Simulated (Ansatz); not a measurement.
Bond stretch in SMILES S=C=S. The C1–S3 bond (C1 also carries S; S3 carries nothing else) is stretched with both fragments frozen at the PBE0/def2-TZVP optimised geometry.

Levels of theory: RKS-PBE = restricted PBE/cc-pVTZ in Ansatz (a first-principles code); UKS-PBE = unrestricted PBE/cc-pVTZ (Ansatz); UKS-PBE0 = unrestricted PBE0/cc-pVTZ (Ansatz); UCCSD(T) = Ansatz with CCSD(T) on UHF/cc-pVTZ, frozen core.

Energies relative to the lowest point of each curve near equilibrium, in kcal/mol; the last columns give the difference from UCCSD(T):

| R / Å | RKS-PBE | UKS-PBE | UKS-PBE0 | UCCSD(T) | RKS-PBE − UCCSD(T) | UKS-PBE − UCCSD(T) | UKS-PBE0 − UCCSD(T) |
|---|---|---|---|---|---|---|---|
| 1.23 | 122.4 | 122.4 | 117.4 | 123.5 | -1.1 | -1.1 | -6.1 |
| 1.31 | 60.1 | 60.1 | 56.2 | 60.5 | -0.4 | -0.4 | -4.3 |
| 1.40 | 21.1 | 21.1 | 18.6 | 21.1 | -0.1 | -0.1 | -2.5 |
| 1.45 | 9.3 | 9.3 | 7.6 | 9.3 | 0.0 | 0.0 | -1.6 |
| 1.50 | 2.7 | 2.7 | 1.8 | 2.6 | 0.0 | 0.0 | -0.8 |
| 1.55 | 0.0 | 0.0 | 0.0 | 0.0 | 0.0 | 0.0 | 0.0 |
| 1.60 | 0.4 | 0.4 | 1.2 | 0.4 | -0.1 | -0.1 | 0.8 |
| 1.65 | 3.0 | 3.0 | 4.7 | 3.2 | -0.1 | -0.1 | 1.5 |
| 1.70 | 7.4 | 7.4 | 9.9 | 7.6 | -0.2 | -0.2 | 2.2 |
| 1.80 | 19.5 | 19.5 | 23.4 | 19.8 | -0.3 | -0.3 | 3.6 |
| 1.95 | 41.4 | 41.4 | 47.2 | 41.7 | -0.3 | -0.3 | 5.5 |
| 2.10 | 63.7 | 63.7 | 70.6 | 63.4 | 0.3 | 0.3 | 7.3 |
| 2.35 | 95.7 | 95.7 | 102.3 | 94.2 | 1.5 | 1.5 | 8.1 |
| 2.55 | 115.2 | 112.1 | 113.9 | 106.8 | 8.4 | 5.3 | 7.1 |
| 2.78 | 131.2 | 120.1 | 118.8 | 109.1 | 22.1 | 11.1 | 9.7 |
| 3.05 | 143.1 | 124.2 | 121.0 | 109.1 | 34.0 | 15.1 | 11.9 |
| 3.45 | 152.2 | 126.8 | 122.3 | 109.1 | 43.1 | 17.7 | 13.2 |
| 3.78 | 156.0 | 127.8 | 122.9 | 109.3 | 46.7 | 18.5 | 13.6 |
| 4.23 | 158.6 | 128.6 | 123.4 | 109.6 | 49.0 | 19.0 | 13.8 |
| 4.65 | 159.8 | 129.0 | 123.6 | 109.8 | 50.0 | 19.2 | 13.8 |
| 5.45 | 160.8 | 129.3 | 123.8 | 110.0 | 50.8 | 19.2 | 13.8 |

RKS-PBE is furthest from UCCSD(T) at 5.45 (50.8 kcal/mol, above); its mean absolute difference over the points is 14.7 kcal/mol.

UKS-PBE is furthest from UCCSD(T) at 5.45 (19.2 kcal/mol, above); its mean absolute difference over the points is 6.2 kcal/mol.

UKS-PBE0 is furthest from UCCSD(T) at 4.65 (13.8 kcal/mol, above); its mean absolute difference over the points is 6.7 kcal/mol.

The restricted form behind RKS-PBE keeps the bonding electrons paired and can't separate into open-shell fragments. The unrestricted determinant behind UKS-PBE is spin-contaminated at 2.55 to 5.45 Å (<S²> up to 1.0, against 0.00 for a pure singlet). The unrestricted determinant behind UKS-PBE0, UCCSD(T) is spin-contaminated at 2.35 to 5.45 Å (<S²> up to 1.0, against 0.00 for a pure singlet).
